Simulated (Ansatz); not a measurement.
Results of HSE06 (plane waves, PAW; Ansatz, an electronic-structure program) for anatase TiO2 (metastable phase).

Numerical settings: plane-wave cutoff 460 eV, 8×8×8 k mesh, Fermi–Dirac smearing 0.01 eV, no spin polarisation, scalar-relativistic PAW data made under PBE.

Cell (measured lattice):

TiO$_{2}$ is taken in the tetragonal space group I4₁/amd, origin choice 1 (No. 141), the anatase structure, Pearson symbol tI12. Conventional cell: a = 3.7842 Å, b = 3.7842 Å, c = 9.5146 Å, α = 90.00°, β = 90.00°, γ = 90.00°. Ti on 4a is surrounded by 6 O at 1.934–1.980 Å. O on 8e has 3 Ti at 1.934–1.980 Å. (Neighbours: up to the widest gap in distance over summed covalent radii, below 1.35, at either atom; cation-cation and far metal-metal contacts left out.)
(The calculation used a cell of 6 atoms; values per cell refer to that cell.)

Question: What does this level give for the band gap, smallest direct gap on the k points sampled and Γ–Γ gap?

Answer: 
* **band gap**: 3.61 eV (indirect)
* **smallest direct gap on the k points sampled**: 3.98 eV
* **Γ–Γ gap**: 4.12 eV

Note: cell and atoms aren't relaxed at this level (largest force component 0.16 eV/Å, pressure -2.1 GPa).

The result took roughly 14 core-minutes.
